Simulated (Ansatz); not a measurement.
Energy needed to pull apart Al$_{2}$H$_{3}$ (SMILES [AlH][AlH2]), doublet, into free ground-state atoms, from the structure below (displaced at random from a GFN2-xTB minimum); no zero-point or spin–orbit terms; open-shell atoms are treated unrestricted, in their ground-state multiplicity.

```xyz
5
angstrom
Al 0.6410 -1.0855 0.8266
Al -0.7035 0.5613 -0.6499
H 1.3045 -2.2677 1.7006
H -1.8058 1.2824 -1.6053
H 0.5607 1.4867 -0.2774
```

Program: Ansatz 0.2.0. Basis: def2-TZVPP. Cores are frozen in the correlated methods; orbitals are unrestricted.

```
    method  atomization energy (eV)
     SPW92                    10.44
    PBE-D4                     9.32
 r2SCAN-D4                     9.63
   PBE0-D4                     9.25
r2SCAN0-D4                     9.46
   wB97M-V                     9.24
        HF                        ?
       MP2                     8.83
      CCSD                        ?
   CCSD(T)                     9.13
```

Question: What does HF give? (An estimate is asked for; the value comes from the calculation.)

Answer: Computed: 6.83 eV, which is about 2.30 eV less than CCSD(T)/def2-TZVPP.

Question: What does CCSD give? (An estimate is asked for; the value comes from the calculation.)

Answer: Computed: 9.02 eV, which is about 0.11 eV less than CCSD(T)/def2-TZVPP.

In triple zeta the MP2 and coupled-cluster atomization energies are still short of their basis limit by a few kcal/mol a bond, whereas those of the functionals are nearly converged, so these differences are not deviations from converged CCSD(T).

The T1 diagnostic stays at or below 0.032. ⟨S²⟩ of the unrestricted Hartree–Fock references: 0.80 (a pure state has 0.75).

For scale, one of the runs: CCSD(T)/def2-TZVPP forces, 126 basis functions (an equivalent command: `ansatz run in.yaml --threads 4`). The run took 28 s on 4 CPU threads (shared host), with 1.9 GiB of host memory at its peak.
